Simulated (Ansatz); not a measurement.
Input file:

```yaml
crystal:
  periodic: [false, false, false]
  atoms:
    - {symbol: C, position_ang: [0.000000, 0.000000, 1.853700]}
    - {symbol: Ga, position_ang: [0.000000, 0.000000, -0.102300]}
    - {symbol: O, position_ang: [0.000000, 0.000000, -1.751400]}
basis:
  gaussian: {orbitals: cc-pVDZ}
total_charge: 1
magnetization: {spin_polarized: false}
hamiltonian: {xc: hf}
output: {orbitals: {seedname: orbitals}}
```

```sh
$ ansatz run in.yaml --threads 1 --pin off --events-out ev --progress --plain --max-ram 2393MiB
```

**Question.** Roughly how long does this take on 1 thread of Arm Neoverse V2, shared host, and how much host memory?

**Answer.** 0.81 s wall and 0.17 GiB.

```
587 factors; integrals over basis functions are off by at most 4.9e-4 eV
mean field evaluation 1: about -55361.3875 eV, gradient 9.0e1 eV
mean field evaluation 2: about -55361.5019 eV, gradient 8.9e1 eV
mean field evaluation 4: about -55379.1619 eV, gradient 2.8e1 eV
mean field evaluation 8: about -55383.5233 eV, gradient 1.4e0 eV
mean field evaluation 16: about -55383.6031 eV, gradient 1.3e-5 eV
mean field evaluation 32: about -55367.1789 eV, gradient 3.5e1 eV
mean field evaluation 64: about -55376.2451 eV, gradient 2.3e1 eV
mean field evaluation 96: about -55369.4479 eV, gradient 1.8e1 eV
mean field -55383.60311364 eV, -2035.3098740718 hartree, gradient 3.7e-5 eV, S^2 0.000000; 0 other end points of the search recorded, 0 dependent functions left out
reference -55383.60311364 eV, -2035.3098740718 hartree; 22, 22 occupied and 33, 33 virtual orbitals, 587 factors
Total energy: -55383.60311364 eV, -2035.3098740718 hartree
```
